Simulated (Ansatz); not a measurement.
P2⁺, quartet: the ladder up to full CI

Geometry: that of the P2⁺, doublet, kept fixed. The doublet lies 2.0 eV lower here.

```xyz
2

P     0.0000    0.0000    0.0000
P     0.0000    0.0000    1.9656
```

Basis 6-31G; Ansatz 0.2.0. Correlated methods freeze the noble-gas cores, which leaves 9 electrons in 16 orbitals. Prefix R: restricted or restricted open-shell reference; prefix U: unrestricted. Active spaces: valence = (9e, 8o) chosen from the atoms' valence shells.

Full CI is exact within this basis and frozen core; it isn't the basis-set limit. The frozen core follows each run's orbitals, which can shift R against U totals by a few meV.

Coupled cluster chose its determinant by trial CCSD, here up to 0.33 eV above the lowest Hartree–Fock solution of its kind, and MP2 stands on that determinant too. The determinant fills πx and πy unequally, so it is a mixture of Σ and Δ, which weighs on every level built on one determinant.

- UHF ⟨S²⟩: 3.765
- ⟨S²⟩ of the determinant under UCCSD: 3.765
- T1 diagnostic (RCCSD): 0.0188
- largest doubles amplitude (RCCSD): 0.485
- T1 diagnostic (UCCSD): 0.0180

```json
{"level": "RMP2", "E − E(full CI) (meV)": "1094", "share of correlation (%)": "68.42", "wall time": "–"}
{"level": "UMP2", "E − E(full CI) (meV)": "1180", "share of correlation (%)": "65.92", "wall time": "–"}
{"level": "RCCSD*", "E − E(full CI) (meV)": "389", "share of correlation (%)": "88.76", "wall time": "–"}
{"level": "UCCSD*", "E − E(full CI) (meV)": "371", "share of correlation (%)": "89.29", "wall time": "–"}
{"level": "RCCSD(T)*", "E − E(full CI) (meV)": "165", "share of correlation (%)": "95.24", "wall time": "2 s"}
{"level": "UCCSD(T)*", "E − E(full CI) (meV)": "158", "share of correlation (%)": "95.43", "wall time": "2.4 s"}
{"level": "BCCD(T)*", "E − E(full CI) (meV)": "161", "share of correlation (%)": "95.34", "wall time": "2 s"}
{"level": "UCCSDT*", "E − E(full CI) (meV)": "32", "share of correlation (%)": "99.07", "wall time": "–"}
{"level": "UCCSDT(Q)*", "E − E(full CI) (meV)": "-13", "share of correlation (%)": "100.38", "wall time": "5.5 s"}
{"level": "UCCSDTQ*", "E − E(full CI) (meV)": "2", "share of correlation (%)": "99.96", "wall time": "32 s"}
{"level": "CASSCF (valence space)", "E − E(full CI) (meV)": "810", "share of correlation (%)": "76.60", "wall time": "–"}
{"level": "NEVPT2 (valence space)", "E − E(full CI) (meV)": "228", "share of correlation (%)": "93.40", "wall time": "1.4 s"}
{"level": "MRCISD (valence space)", "E − E(full CI) (meV)": "24", "share of correlation (%)": "99.30", "wall time": "–"}
{"level": "MRCISD+Q (valence space)", "E − E(full CI) (meV)": "7", "share of correlation (%)": "99.79", "wall time": "2.1 s"}
```

An asterisk marks runs whose energy the program itself flagged as in doubt.

The correlation energy at full CI, counted from the determinant under the R cluster runs, is -3.463 eV. That run took 30 s on 1 thread of Arm Neoverse V1, shared host over 560,032 determinants.

Run but not shown, since their state, orbitals or frozen core can't be matched to the reference's or they repeat it: RHF, UHF, CISD, RCCSDT, CISDTQ, RCCSDT(Q), RCCSDTQ.

Times hold each run's SCF and search for its determinant on a shared host, so for small cases they say little of a method's own cost; they ran on 1 thread of Arm Neoverse V1.

Not variational, and here over 5 meV under the exact energy: UCCSDT(Q).

The full-CI state has the irrep B1u of D2h, in the program's axes (one component, if the state is degenerate).

Natural occupations of full CI about the gap: 1.982 1.938 1.418 1.418 1.017 0.580 0.580 0.036 0.006 0.005; effectively unpaired electrons, Σ n²(2−n)², 3.74. No single determinant describes this state well, so single-reference rows can miss without a flag.
